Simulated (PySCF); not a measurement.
**Working out the ionisation energy of F**

F [He] 2s2 2p5 (2P) → F⁺ [He] 2s2 2p4 (3P). All numbers are calculated (PySCF 2.14, the non-relativistic Hamiltonian (point nucleus), in aug-cc-pVDZ (4s3p2d, 23 functions)). Frozen: 1s2. Energies in hartree (1 hartree = 27.21139 eV):

| part | F (lower) | F⁺ (upper) |
| --- | --- | --- |
| UHF | -99.381092 | -98.801665 |
| CCSD correlation | -0.166657 | -0.118220 |
| (T) | -0.002321 | -0.001221 |

Q: What does Hartree-Fock give?

A: (-98.801665) − (-99.381092) = 0.579427 hartree = 15.767 eV.

Q: What do CCSD and CCSD(T) give?

A: The CCSD correlation energies differ by 0.048437 hartree = 1.318 eV and the triples by 0.001100 hartree = 0.030 eV, so CCSD gives 17.085 eV and CCSD(T) 17.115 eV.

Measured between the centres of the two terms (NIST): 17.427 eV, so CCSD(T) (valence) is off by -0.312 eV.

A double-zeta basis recovers only part of the correlation energy.

What remains against the reference includes basis incompleteness, the frozen core and higher excitations.
